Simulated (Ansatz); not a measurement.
System: fcc Yb. Method: LDA (Ansatz, a quantum-chemistry and plane-wave program, plane waves, PAW).

Settings: plane-wave cutoff 500 eV, 24×24×24 k mesh, Fermi–Dirac smearing 0.1 eV, no spin polarisation, scalar-relativistic PAW data made under PBE.

Computed at the level's own relaxed cell.

Q: Predict the volume per atom and lattice constant a.

A: 
- volume per atom = 29.69 Å³/atom
- lattice constant a = 4.916 Å

Measured, for comparison: equilibrium volume per atom 41.24 Å³/atom, lattice constant a 5.485 Å (293 K, not corrected to a static lattice; as tabulated in Wikipedia's data pages). Computed (rounded) less measured: equilibrium volume per atom -28.0 %, lattice constant a -10.4 %.

Spin–orbit coupling is not included.
